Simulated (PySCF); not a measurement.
# The bond of MgS, level by level

The task here is to estimate one member of a computed series from the others.

Program: PySCF 2.14.0. Level of theory: Mg def2-TZVPP, S def2-TZVPP, no relativity. These are calculated values, not measurements.

Set-up of the first run:

A driver script around PySCF takes these settings:

* atoms: Mg, S
* charge: 0
* basis: Mg def2-TZVPP, S def2-TZVPP
* Hamiltonian: no relativity
* basis functions: 74
* electrons treated: 28
* masses in u: 23.9850, 31.9721
* levels: PBE0, PBE, r²SCAN, B97-3, revPBE, r²SCANh, B3LYP, CAM-B3LYP, HF, MP2, SCS-MP2, CCSD, CCSD(T)
* grid: 80 radial by 434 angular points
* occupations: held fixed by the projection of orbital angular momentum
* dissociation limit: Mg + S, each in its ground configuration
* starting distance in angstrom: 2.340
* values of 2S to try: 0, 2

Launch:

```bash
OMP_NUM_THREADS=1 python dia.py task.json out
```

Steps of the session up to this table: Input; PBE0 along the bond; Other states along the same grid; PBE (GGA); r²SCAN (meta-GGA); B97-3 (global hybrid GGA); revPBE (GGA); r²SCANh; B3LYP; CAM-B3LYP (range-separated hybrid); RHF (mean field); MP2 and coupled cluster.

One of the session's tables, all rows but one given; the rest of the session is left out.

It belongs to the step «The curves together». Energy (eV) from each level's lowest point:

```
R (Å)    RHF  RHF-MP2  RHF-SCS-MP2  RHF-CCSD  RHF-CCSD(T)
1.842  1.030    1.092        1.113       n/a          n/a
1.928  0.450    0.503        0.519     0.499        0.524
2.014  0.135    0.168        0.179     0.170        0.184
2.078  0.027    0.043        0.049     0.046        0.052
2.142  0.000    0.000        0.000     0.000        0.000
2.206      ?        ?            ?         ?            ?
2.292  0.148    0.131        0.110     0.100        0.092
2.399  0.356    0.359        0.317     0.279        0.270
2.528  0.646    0.717        0.645     0.552        0.547
2.699  1.033    1.253        1.136       n/a          n/a
```

**Question.** Estimate the row for R (Å) = 2.206.

Worked estimate for «RHF». A straight line through the neighbours (2.142, 0.000) and (2.292, 0.148) gives 0.000 + (0.148 − 0.000) × (2.206 − 2.142) / (2.292 − 2.142) = 0.063; a parabola fitted to 4 rows on both sides gives 0.041.

As computed: RHF: 0.035; RHF-MP2: 0.022; RHF-SCS-MP2: 0.015; RHF-CCSD: 0.014; RHF-CCSD(T): 0.009. In «RHF» the line misses by +0.028 and the parabola by +0.006.
